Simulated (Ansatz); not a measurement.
**SiH3O (SMILES [O][SiH3]) at 5 levels**

Aim: a comparison of 5 runs (UB2PLYP/STO-3G, UB3LYP/STO-3G, UPBE/STO-3G, UCCSDT/STO-3G, UCCSD(T)/STO-3G) of SiH3O. 

Program for the calculation: Ansatz 0.2.0.

65 further runs of the same task are left out: 16 that didn't finish, 49 set aside as unsound or not needed.

## Step 1: The molecule

The species is SiH3O (5 atoms), meant as a doublet with charge 0. SMILES: `[O][SiH3]`. The Si2–O1 distance was set to 2.295 Å, away from the relaxed value.

Bond lengths: Si2–H3 1.490 Å, Si2–H4 1.494 Å, Si2–H5 1.496 Å. Angles: H3–Si2–H4 104.6°, H3–Si2–H5 104.2°, H4–Si2–H5 102.6°. A long bond or contact: O1–Si2 2.295 Å.

## Step 2: A single-point energy at UB2PLYP/STO-3G (run 1)

molecule.yaml reads:

```yaml
crystal:
  periodic: [false, false, false]
  atoms:
    - symbol: O
      position_ang: [-2.091989, 0.397855, 1.025380]
    - symbol: Si
      position_ang: [-0.065850, 0.007840, 0.019870]
    - symbol: H
      position_ang: [-0.120650, -0.242400, -1.447490]
    - symbol: H
      position_ang: [0.685890, -1.159260, 0.572930]
    - symbol: H
      position_ang: [0.917210, 1.125960, 0.164480]
basis:
  gaussian:
    orbitals: STO-3G
magnetization:
  spin_polarized: true
  initial_magnetization: 1
hamiltonian:
  xc: {name: B2PLYP}
correlation:
  frozen_orbitals: {H: 0, O: 1, Si: 5}
accuracy: high
```

On the command line:

```
$ ansatz run molecule.yaml --threads 1 --pin off --max-ram 2610MiB --events-out events.jsonl --progress --plain --runs-dir runs
```

What it wrote:

```text
Warning: RAYON_NUM_THREADS=1 ignored (pool sized by the plan → 1); use --threads N
Functional definition: B2PLYP
  name "B2PLYP"
  parameter a = 0.53
  parameter c = 0.27
  exchange = (1 - a)*b88_x + a*exact_x
  correlation = (1 - c)*lyp_c + c*(mp2_os + mp2_ss)
285 factors; integrals over basis functions are off by at most 2.8e-8 eV
mean field evaluation 1: about -9839.1490 eV, gradient 1.5e1 eV
mean field evaluation 2: about -9839.1202 eV, gradient 1.5e1 eV
mean field evaluation 4: about -9842.0205 eV, gradient 9.2e-1 eV
mean field evaluation 8: about -9841.4710 eV, gradient 2.5e0 eV
mean field evaluation 16: about -9842.2428 eV, gradient 5.8e-2 eV
mean field evaluation 32: about -9842.2426 eV, gradient 2.1e-1 eV
mean field evaluation 64: about -9840.9811 eV, gradient 6.3e0 eV
mean field -9842.24348625 eV, -361.6957768075 hartree, gradient 6.4e-9 eV, S^2 1.091106; 5 other end points of the search recorded, 0 dependent functions left out
6 core orbitals not correlated: weight in the atoms' cores, before any rotation towards them, 1.000 or more for the frozen orbitals, at most 0.000 for the correlated occupied ones
reference -9842.24350216 eV, -361.6957773920 hartree; 7, 6 occupied and 4, 5 virtual orbitals, 285 factors
second order -1.92066056 eV of doubles, -0.00000000 eV of singles
Total energy: -9842.76208051 eV, -361.7148347948 hartree
```

Wall time 13 s (1 thread of Arm Neoverse V1, shared host); peak memory 0.13 GiB.

## Step 3: The energy at UB3LYP/STO-3G (run 2)

job.yaml reads:

```yaml
basis:
  gaussian: {orbitals: STO-3G}
crystal:
  periodic: [false, false, false]
  atoms:
    - {symbol: O, position_ang: [-2.091989, 0.397855, 1.025380]}
    - {symbol: Si, position_ang: [-0.065850, 0.007840, 0.019870]}
    - {symbol: H, position_ang: [-0.120650, -0.242400, -1.447490]}
    - {symbol: H, position_ang: [0.685890, -1.159260, 0.572930]}
    - {symbol: H, position_ang: [0.917210, 1.125960, 0.164480]}
hamiltonian: {xc: {name: B3LYP}}
magnetization: {spin_polarized: true, initial_magnetization: 1}
accuracy: high
```

On the command line:

```
$ ansatz run job.yaml --threads 1 --pin off --max-ram 2610MiB --events-out events.jsonl --progress --plain --runs-dir runs
```

What it wrote:

```text
Warning: RAYON_NUM_THREADS=1 ignored (pool sized by the plan → 1); use --threads N
Functional definition: B3LYP
  name "B3LYP"
  parameter a0 = 0.2
  parameter ax = 0.72
  parameter ac = 0.81
  exchange = (1 - a0 - ax)*slater_x + ax*b88_x + a0*exact_x
  correlation = (1 - ac)*vwn_rpa_c + ac*lyp_c
285 factors; integrals over basis functions are off by at most 2.8e-8 eV
mean field evaluation 1: about -9846.8826 eV, gradient 1.7e1 eV
mean field evaluation 2: about -9840.7981 eV, gradient 2.7e1 eV
mean field evaluation 4: about -9849.6886 eV, gradient 8.2e-1 eV
mean field evaluation 8: about -9849.6540 eV, gradient 3.4e-2 eV
mean field evaluation 16: about -9849.6540 eV, gradient 4.1e-5 eV
mean field evaluation 32: about -9849.6540 eV, gradient 2.5e-5 eV
mean field evaluation 64: about -9849.3554 eV, gradient 1.7e0 eV
mean field -9849.65395511 eV, -361.9681065151 hartree, gradient 8.3e-9 eV, S^2 0.811245; 4 other end points of the search recorded, 0 dependent functions left out
reference -9849.65397981 eV, -361.9681074226 hartree; 13, 12 occupied and 4, 5 virtual orbitals, 285 factors
Total energy: -9849.65397981 eV, -361.9681074226 hartree
```

It took 13 s on 1 thread of Arm Neoverse V1, shared host; peak memory 0.12 GiB.

Run 3 isn't shown in full; the table further down has it.

## Step 4: The energy at UCCSDT/STO-3G (run 4)

job.yaml reads:

```yaml
basis:
  gaussian:
    orbitals: STO-3G
crystal:
  periodic: [false, false, false]
  atoms:
    - {symbol: O, position_ang: [-2.091989, 0.397855, 1.025380]}
    - {symbol: Si, position_ang: [-0.065850, 0.007840, 0.019870]}
    - {symbol: H, position_ang: [-0.120650, -0.242400, -1.447490]}
    - {symbol: H, position_ang: [0.685890, -1.159260, 0.572930]}
    - {symbol: H, position_ang: [0.917210, 1.125960, 0.164480]}
accuracy: high
correlation:
  method: ccsdt
  frozen_orbitals: {H: 0, O: 1, Si: 5}
scf:
  omitted_lower_state_checks: [cluster_reference, increment]
magnetization:
  spin_polarized: true
  initial_magnetization: 1
```

On the command line:

```
$ ansatz run job.yaml --threads 1 --pin off --max-ram 2610MiB --events-out events.jsonl --progress --plain --runs-dir runs
```

What it wrote:

```text
Warning: RAYON_NUM_THREADS=1 ignored (pool sized by the plan → 1); use --threads N
[... 17 lines left out ...]
6 core orbitals not correlated: weight in the atoms' cores, before any rotation towards them, 1.000 or more for the frozen orbitals, at most 0.000 for the correlated occupied ones
[... 92 lines left out ...]
Total energy: -9828.26658619 eV, -361.1821352041 hartree
Checks for a lower state left out: cluster_reference, increment
```

Run time: 1.5 s. Hardware: 1 thread of Arm Neoverse V1, shared host.

## Step 5: The energy at UCCSD(T)/STO-3G (run 5)

in.yaml reads:

```yaml
crystal:
  periodic: [false, false, false]
  atoms:
    - {symbol: O, position_ang: [-2.091989, 0.397855, 1.025380]}
    - {symbol: Si, position_ang: [-0.065850, 0.007840, 0.019870]}
    - {symbol: H, position_ang: [-0.120650, -0.242400, -1.447490]}
    - {symbol: H, position_ang: [0.685890, -1.159260, 0.572930]}
    - {symbol: H, position_ang: [0.917210, 1.125960, 0.164480]}
basis:
  gaussian:
    orbitals: STO-3G
magnetization:
  spin_polarized: true
  initial_magnetization: 1
correlation:
  method: ccsd_t
  frozen_orbitals: {H: 0, O: 1, Si: 5}
accuracy: high
scf:
  omitted_lower_state_checks: [cluster_reference, increment]
```

On the command line:

```
$ ansatz run in.yaml --threads 1 --pin off --max-ram 2610MiB --events-out events.jsonl --progress --plain --runs-dir runs
```

What it wrote:

```text
Warning: RAYON_NUM_THREADS=1 ignored (pool sized by the plan → 1); use --threads N
[... 17 lines left out ...]
6 core orbitals not correlated: weight in the atoms' cores, before any rotation towards them, 1.000 or more for the frozen orbitals, at most 0.000 for the correlated occupied ones
[... 56 lines left out ...]
Total energy: -9828.23856613 eV, -361.1811054860 hartree
Checks for a lower state left out: cluster_reference, increment
```

Wall time 0.72 s (1 thread of Arm Neoverse V1, shared host).

## Step 6: Overview of the runs

| run | level | frozen core orbitals | energy (Eh) | ⟨S²⟩ | wall time |
| --- | --- | --- | --- | --- | --- |
| 1 | UB2PLYP/STO-3G | 6 | -361.714835 | 1.091 | 13 s |
| 2 | UB3LYP/STO-3G | – | -361.968107 | 0.811 | 13 s |
| 3 | UPBE/STO-3G | – | -361.717671 | 0.773 | 24 s |
| 4 | UCCSDT/STO-3G | 6 | -361.182135 | 1.399 | 1.5 s |
| 5 | UCCSD(T)/STO-3G | 6 | -361.181105 | 1.399 | 0.72 s |

## Step 7: Results

```
                                          quantity          value
                               run 5: total energy  -361.18111 Eh
run 5: correlation energy (6 core orbitals frozen)      -87.0 mEh
                             run 5: (T) correction      -1.22 mEh
          run 5: ⟨S²⟩ of the reference determinant          1.399
                              run 5: T1 diagnostic          0.061
```

In words: Totals of different functionals can't be ranked against each other. In runs 1, 2, 3, 4, 5 the basis is minimal, so the values are rough. Spin contamination of the reference: run 4 ⟨S²⟩ = 1.40, run 5 ⟨S²⟩ = 1.40, run 1 ⟨S²⟩ = 1.09. Where it is this large, the reference is a mixture of spin states, and values that rest on it are in doubt. All runs together took 52 s, the longest 24 s.
